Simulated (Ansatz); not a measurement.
`CSC(C)(C)C` and `CC(C)C(C)(C)C` differ in one atom or group.

Ansatz, PBE0-D4/def2-TZVP geometries, multiplicity 1. 

```
                             property  `CSC(C)(C)C`
   LUMO energy (PBE0/def2-TZVPP) / eV          1.03
  HOMO energy (B3LYP/def2-TZVPP) / eV         -5.97
HOMO energy (ωB97M-V/def2-TZVPP) / eV         -8.43
    HOMO energy (PBE/def2-TZVPP) / eV         -4.97
   HOMO energy (PBE0/def2-TZVPP) / eV         -6.19
LUMO energy (ωB97M-V/def2-TZVPP) / eV          2.49
```

(1) What does the change do to each property? (Estimate.)

Answers

(1) Ansatz gave: 
```csv
property,`CC(C)C(C)(C)C`,shift
LUMO energy (PBE0/def2-TZVPP) / eV,1.04,0.01
HOMO energy (B3LYP/def2-TZVPP) / eV,-8.30,-2.33
HOMO energy (ωB97M-V/def2-TZVPP) / eV,-10.76,-2.33
HOMO energy (PBE/def2-TZVPP) / eV,-7.18,-2.21
HOMO energy (PBE0/def2-TZVPP) / eV,-8.48,-2.29
LUMO energy (ωB97M-V/def2-TZVPP) / eV,2.46,-0.03
```

B3LYP here is the variant with VWN-RPA as its local correlation; programs differ in this.
